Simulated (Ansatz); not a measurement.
# BClFH3: the cost of one run

Program: Ansatz 0.2.0, Gaussian basis. Level of theory: PBE0-D4, def2-SVP first, then def2-TZVP. These are calculated values, not measurements.

152 further runs of the same task are left out: 152 set aside as unsound or not needed.

## 1. The system as given

The guess: 6 atoms, charge 0, spin multiplicity 1.

Atoms are counted from 1 here; the program's logs count them from 0.

Bond lengths: B1–H3 1.160 Å, B1–H4 1.160 Å. Angles: H3–B1–H4 127.0°.

Coordinates:

```xyz
6
charge 0, multiplicity 1
B    -0.3506    0.0216   -0.5085
F     0.9912    0.8682    0.0405
H    -0.0219   -0.6543   -1.3925
H    -1.2711    0.7268   -0.4731
H     0.9032    0.1553    0.9992
Cl   -0.2509   -1.1176    1.3345
```

Distances that are to change: B1–Cl6 2.17 Å, F2–H5 1.20 Å, B1–F2 1.68 Å, H5–Cl6 1.75 Å.

## 2. Constrained relaxation of the guess

File hold/in.yaml:

```yaml
crystal:
  periodic: [false, false, false]
  atoms:
    - {symbol: B, position_ang: [-0.350600, 0.021600, -0.508500]}
    - {symbol: F, position_ang: [0.991200, 0.868200, 0.040500]}
    - {symbol: H, position_ang: [-0.021900, -0.654300, -1.392500]}
    - {symbol: H, position_ang: [-1.271100, 0.726800, -0.473100]}
    - {symbol: H, position_ang: [0.903200, 0.155300, 0.999200]}
    - {symbol: Cl, position_ang: [-0.250900, -1.117600, 1.334500]}
basis:
  gaussian: {orbitals: def2-SVP}
hamiltonian: {xc: pbe0, dispersion: d4}
relax: {f_tol: 0.08, max_steps: 120, escape_saddle: false, constraints: [{distance: [0, 5]}, {distance: [1, 4]}, {distance: [0, 1]}, {distance: [4, 5]}]}
```

Started as:

```bash
> ansatz run in.yaml --threads 2 --pin off --events-out ev --progress --plain --max-ram 4352MiB
```

**Question.** How long does this run take on 2 threads of Intel Xeon Platinum 8488C, shared host?

About 6.5 s.
